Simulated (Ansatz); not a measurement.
**NH (triplet): wave-function methods side by side, aug-cc-pVTZ**

How much of the correlation energy of NH (triplet) does each wave-function method recover here?

The runs use Ansatz 0.2.0, Gaussian basis; aug-cc-pVTZ, core rule «outside noble gas», up to 1 orbitals frozen.

To be run: UHF; CCSD(T) on ROHF; CCSD(T) on UHF; BCCD(T) on ROHF; CCSDT(Q) on ROHF; CCSDT(Q) on UHF; CASSCF and MRCISD+Q, 6 electrons in 5 orbitals; CASSCF and NEVPT2, 6 electrons in 5 orbitals.

5 further runs of the same task are left out: 1 that didn't finish, 4 set aside as unsound or not needed.

**1. The geometry**

The geometry is a PBE0/def2-TZVP stationary point (not a proven minimum) of the parent state, kept for this charge and spin.

2 atoms, charge 0, spin multiplicity 3.

Atoms are counted from 1 here; the program's logs count them from 0.

Bond lengths: N1–H2 1.039 Å.

**2. UHF**

The input, in.yaml:

```yaml
crystal:
  periodic: [false, false, false]
  atoms:
    - {symbol: N, position_ang: [0.000000, 0.000000, 0.000000]}
    - {symbol: H, position_ang: [0.000000, 0.000000, 1.038535]}
basis:
  gaussian: {orbitals: aug-cc-pVTZ}
magnetization: {spin_polarized: true, initial_magnetization: 2}
hamiltonian: {xc: hf}
output: {orbitals: {seedname: orbitals}}
```

The run is started by

```bash
> ansatz run in.yaml --threads 1 --pin off --events-out ev --progress --plain --max-ram 3956MiB --backend cpu
```

Further steps of the session: CCSD(T) on ROHF; CCSD(T) on UHF; BCCD(T) on ROHF; CCSDT(Q) on ROHF; CCSDT(Q) on UHF; CASSCF and MRCISD+Q, 6 electrons in 5 orbitals; CASSCF and NEVPT2, 6 electrons in 5 orbitals.

Q: Predict the results of all the runs planned. Wanted: UCCSDT(Q) below the RHF energy; RMP2 from UCCSDT(Q); UMP2 from UCCSDT(Q); RCCSD from UCCSDT(Q); RCCSD(T) from UCCSDT(Q); UCCSD(T) from UCCSDT(Q); RCCSDT(Q) from UCCSDT(Q); NEVPT2 valence from UCCSDT(Q); MRCISD+Q valence from UCCSDT(Q).

**Answer**, as computed:

| quantity | value |
| --- | --- |
| UCCSDT(Q) below the RHF energy | -4.6552 eV |
| RMP2 from UCCSDT(Q) | +633.1 meV |
| UMP2 from UCCSDT(Q) | +644.9 meV |
| RCCSD from UCCSDT(Q) | +137.1 meV |
| RCCSD(T) from UCCSDT(Q) | +18.8 meV |
| UCCSD(T) from UCCSDT(Q) | +16.8 meV |
| RCCSDT(Q) from UCCSDT(Q) | +2.3 meV |
| NEVPT2 valence from UCCSDT(Q) | +691.8 meV |
| MRCISD+Q valence from UCCSDT(Q) | +26.3 meV |
| levels within 1 kcal/mol (43 meV) | RCCSD(T), UCCSD(T), BCCD(T), RCCSDT, UCCSDT, RCCSDT(Q), MRCISD+Q valence |
| T1 diagnostic | 0.020 |
| effectively unpaired electrons | 2.01 |

RCCSD(T) misses by +18.8 meV, 0.4 % of the correlation energy. One determinant dominates. Of the multireference levels listed MRCISD+Q valence comes nearest in total energy (+26.3 meV), which doesn't show that its space is the better one. These misses are within one basis, not against nature; the frozen cores of restricted and unrestricted runs differ, which can shift their rows.
